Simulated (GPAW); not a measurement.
# CHF (SMILES [CH]F) at optPBE-vdW/plane waves (scalar-relativistic datasets, plane-wave cutoff 340 eV)

We compute a geometry optimisation of CHF. The job is set up through an ASE script.

Program for the calculation: GPAW 26.7.0.

2 further runs of the same task are left out: 2 set aside as unsound or not needed.

## (1) The molecule

The species is CHF (3 atoms), meant as a singlet with charge 0. SMILES: `[CH]F`. Geometry: embedded from SMILES. The run starts from this shape.

Bond lengths: C1–F2 1.382 Å, C1–H3 1.109 Å. Angles: F2–C1–H3 109.5°.

## (2) A geometry optimisation at optPBE-vdW/plane waves (scalar-relativistic datasets, plane-wave cutoff 340 eV)

Contents of chf_relax.py:

```python
from ase import Atoms
from ase.io import write
from ase.optimize import GPMin
from gpaw import GPAW, PW
from rdkit import Chem
from rdkit.Chem import AllChem

# Geometry
rd = Chem.AddHs(Chem.MolFromSmiles("[CH]F"))
AllChem.EmbedMolecule(rd, randomSeed=99)
AllChem.UFFOptimizeMolecule(rd)
atoms = Atoms([a.GetSymbol() for a in rd.GetAtoms()], positions=rd.GetConformer().GetPositions())
write("start.xyz", atoms)
atoms.center(vacuum=3.0)

# GPAW settings
gpaw_calc = GPAW(mode=PW(340),
                 xc={"name": "optPBE-vdW", "backend": "libvdwxc"},
                 maxiter=100,
                 txt="chf.txt")
atoms.calc = gpaw_calc

opt = GPMin(atoms, trajectory="chf.traj")
converged = opt.run(fmax=0.05, steps=100)
print("Converged:", converged)
print(f"Final energy            {atoms.get_potential_energy():.5f} eV")
write("relaxed.xyz", atoms)
```

Started as:

```sh
$ python chf_relax.py
```

The program printed:

```text
Step     Time          Energy          fmax
GPMin:    0 hh:mm:ss      -16.005172        2.235643
GPMin:    1 hh:mm:ss      -16.029530        1.869390
GPMin:    2 hh:mm:ss      -16.112049        0.730172
GPMin:    3 hh:mm:ss      -16.125245        0.208579
GPMin:    4 hh:mm:ss      -16.135851        0.197369
GPMin:    5 hh:mm:ss      -16.137190        0.041261
Converged: True
Final energy            -16.13719 eV
```

chf.txt:

```text
__  _  _
 | _ |_)|_||  |
 |__||  | ||/\| - 26.7.0

units:  Angstrom and eV
cores:  1
OpenMP: False

Versions:
  Python: 3.12.14
  ASE:    3.29.0
  Numpy:  2.5.5
  Scipy:  1.18.1
  Libxc:  7.0.0

Input parameters:
  mode=PW(ecut=340.0),
  maxiter=100,
  xc=XC(name='optPBE-vdW', backend='libvdwxc')

Diagonalizing LCAO Hamiltonian
Converting LCAO to pw mode
     .-------------------.
    /|                   |
   / |                   |
  /  |                   |
 *   |                   |
 |   |       C           |
 |   |    H    F         |
 |   .-------------------.
 |  /                   /
 | /                   /
 |/                   /
 *-------------------*

[... 134 lines left out ...]
Reference energy: -3754.199063  # eV
[... 16 lines left out ...]
  Fourier metric: weight=20.0, sigma=0.015
[... 18 lines left out ...]
- Maximum [total energy] change in last 3 cyles: 0.0005 eV / valence electron
[... 26 lines left out ...]
  Free energy:     -16.005172
[... 94 lines left out ...]
convergence criteria:
[... 14 lines left out ...]
Converged in 8 steps
[... 15 lines left out ...]
dipole moment: (-0.140052, -0.268298, -0.000080)  # |e|*Ang
[... 55 lines left out ...]
- Maximum [total energy] change in last 3 cyles: 0.0005 eV / valence electron
[... 28 lines left out ...]
  Free energy:     -16.137190
[... 2 lines left out ...]
dipole moment: (-0.144192, -0.265849, -0.000027)  # |e|*Ang

Fermi level: -4.713
Eigenvalues  # (at kpt = [0.000, 0.000, 0.000])
| band index |      eig [eV] | occ [0-2] |
|------------|---------------|-----------|
|          0 |       -32.070 |     2.000 |
|          1 |       -16.607 |     2.000 |
|          2 |       -12.574 |     2.000 |
[... 5 lines of this table left out ...]
|          8 |         0.657 |     0.000 |

Gap: 1.836 eV
Transition (v -> c):
  (s=0, k=0, n=5, [0.00, 0.00, 0.00]) -> (s=0, k=0, n=6, [0.00, 0.00, 0.00])
No difference between direct/indirect transitions
vacuum-level: 0.633  # V

Forces  # eV/Ang
|        x |        y |       z |
|----------|----------|---------|
| -0.01021 |  0.00932 | 0.00000 |  # C    0
| -0.00647 | -0.02337 | 0.00000 |  # F    1
| -0.02711 |  0.03110 | 0.00000 |  # H    2

Force computation time: 0.164  # s

timing:  # [seconds]
  Total:  102.048  # ━━━━━━━━━━━━━━━━━━━━━━━━━━━━━━━━━━━━━━━━━━━━━━━━━━━━━━━━
  Init:     2.484  # ━╸
  SCF:     88.037  # ━━━━━━━━━━━━━━━━━━━━━━━━━━━━━━━━━━━━━━━━━━━━━━━━╸
  Forces:   1.570  # ━
  Move:     9.354  # ━━━━━
```

Run time: 1.7 min. Hardware: 1 thread of AMD EPYC (Zen 3), shared host; peak memory 0.26 GiB.

Step by step:

| step | energy from the first frame kept (eV) | largest force (eV/Å) |
| --- | --- | --- |
| 0 | 0.0000 | 2.2356 |
| 1 | -0.0244 | 1.8694 |
| 2 | -0.1069 | 0.7302 |
| 3 | -0.1201 | 0.2086 |
| 4 | -0.1307 | 0.1974 |
| 5 | -0.1320 | 0.0413 |

After the run. Bond lengths: C1–F2 1.348 Å, C1–H3 1.145 Å. Angles: F2–C1–H3 100.9°.

## (3) Outcome

Level: optPBE-vdW/plane waves (scalar-relativistic datasets, plane-wave cutoff 340 eV).

| quantity | value |
| --- | --- |
| energy as printed (from the program's reference atoms) | -16.1372 eV |
| dipole moment | 1.45 D |
| HOMO energy (from the vacuum level) | -6.26 eV |
| LUMO energy (from the vacuum level) | -4.43 eV |
| HOMO–LUMO gap | 1.84 eV |

What this shows: At the final geometry: Bond lengths: C1–F2 1.348 Å, C1–H3 1.145 Å. Angles: F2–C1–H3 100.9°. The optimisation took 5 steps and changed the energy by -0.132 eV.
